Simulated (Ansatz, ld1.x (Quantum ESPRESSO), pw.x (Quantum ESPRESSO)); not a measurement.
**magnesium (Mg) (bcc): variants of one PAW potential in the solid**

ld1.x (Quantum ESPRESSO) 7.5 input, shortened:

```
&input
   title='Mg', zed=12., rel=1, dft='PBESOL', iswitch=3,
   config='[Ne] 3s2 3p0 3d-2'
 /
 &inputp
   pseudotype=3, lpaw=.true., tm=.true., lloc=-2, rcloc=2.55,
   nlcc=.true., new_core_ps=.true.,
   which_augfun='PSQ', rmatch_augfun_nc=.true.
 /
5
3S  1  0   2.00   0.00  2.45  2.80  0.0
3S  1  0   0.00   4.10  2.45  2.80  0.0
3P  2  1   0.00   0.00  2.15  2.45  0.0
3P  2  1   0.00   3.60  2.15  2.45  0.0
3D  3  2  -2.00   0.50  2.40  2.75  0.0
 &test
   configts(1)='3s2 3p0'
 /
```

Crystal test: bcc Mg in pw.x 7.5, no spin, 13³ k-points, Fermi–Dirac smearing 0.01 Ry, cutoffs set for each file from its atomic test. The reference is all-electron LAPW (Ansatz 0.2.0) with the same functional, mesh and smearing; V0 and B0 come from Birch–Murnaghan fits to the pressures at five volumes. Errors are pseudo minus all-electron; Δ is the rms difference of the E(V) curves that follow from these fits, minima aligned, over ±6 % about the mean V0. Mesh and smearing are coarse, so the numbers serve the comparison and aren't converged zero-temperature values; the lattice is a test structure that the element need not adopt.

All-electron: a0 = 3.559 Å (V0 = 22.55 Å³/atom), B0 = 36.1 GPa.

Base: Atomic configuration tests: test run stopped at test 1 of 5 (negative rho).

| change | cutoffs (Ry) | pw.x | a0 (Å) | a0 error (%) | B0 error (%) | Δ (meV/atom) | mean pressure error (GPa) |
| --- | --- | --- | --- | --- | --- | --- | --- |
| base | 40/320 | converged | 3.558 | -0.05 | +1.8 | 0.3 | -0.05 |
| wave 3p channel at 3.6 Ry: rcut 2.15, rcutus 2.45 bohr becomes 3p channel at -0.11 Ry: rcut 2.15, rcutus 2.45 bohr | 40/320 | converged | 3.561 | +0.06 | +1.7 | 0.3 | +0.07 |
| wave 3p channel at 3.6 Ry: rcut 2.15, rcutus 2.45 bohr becomes 3p channel at 0.18 Ry: rcut 2.15, rcutus 2.45 bohr | 40/320 | converged | 3.560 | +0.02 | +1.8 | 0.2 | +0.03 |
| wave 3p channel at 3.6 Ry: rcut 2.15, rcutus 2.45 bohr becomes 3p channel at 0.5 Ry: rcut 2.15, rcutus 2.45 bohr | 40/320 | converged | 3.560 | +0.01 | +1.8 | 0.1 | +0.02 |
| wave 3p channel at 3.6 Ry: rcut 2.15, rcutus 2.45 bohr becomes 3p channel at 4.61 Ry: rcut 2.15, rcutus 2.45 bohr | 40/320 | converged | 3.557 | -0.07 | +1.9 | 0.3 | -0.07 |

Problem. Give the row for: wave 3p channel at 3.6 Ry: rcut 2.15, rcutus 2.45 bohr becomes 3p channel at 2.45 Ry: rcut 2.15, rcutus 2.45 bohr.

Solution. pw.x: converged; mean pressure error (GPa): -0.03; a0 (Å): 3.558; a0 error (%): -0.03; B0 error (%): +1.8; Δ (meV/atom): 0.2.
